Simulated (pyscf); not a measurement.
H₃C–CH(CH₃)–O–Sn(OH)(OH)–OH → HO–Sn(OH)(OH)–OH + propene (H₂C=CH–CH₃), an elimination (singlet surface; C–O, C–H broken, H–O formed). PySCF, gas phase, ωB97X-D3(BJ)/def2-SVP geometries. Energies in kJ/mol from the reactant's lowest minimum found.

AM1 to PM7: differences of heats of formation from MOPAC. 

Task: Quick PM6 single points give ΔE‡ = 248.9 kJ/mol and ΔE = +95.1 kJ/mol. What does ωB97M-D3(BJ)/def2-TZVP give, and how far is the quick result from it?

Result: ωB97M-D3(BJ)/def2-TZVP gives ΔE‡ = 261.9 kJ/mol and ΔE = +71.8 kJ/mol. PM6 lies 13.0 kJ/mol under it in the barrier and 23.3 kJ/mol over it in the reaction energy, so on this step it does not hold to within 12.6 kJ/mol. ωB97M-D3(BJ)/def2-TZVP has limits of its own. On the product side the descent ends in a complex, 26.4 kJ/mol under the separated species and 213.3 kJ/mol under the saddle at ωB97X-D3(BJ)/def2-TZVP. At ωB97X-D3(BJ) the barrier from the zero used here is 275.7 kJ/mol. This is the saddle that the search found; another between the same sides may lie lower. Elements past Kr carry the def2 core potentials, without spin-orbit coupling.
